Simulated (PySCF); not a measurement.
Z-matrix (Å, degrees):
```
O
H 1 0.9731
```
Charge 0, spin multiplicity 2.

Problem. Predict the highest occupied spin orbital, dipole moment and total energy from PBE0-D4/def2-TZVP (PySCF).

Solution. 
```yaml
highest_occupied_spin_orbital: -9.09 eV
dipole_moment: 1.77 D
total_energy: -75.6856 Ha
```
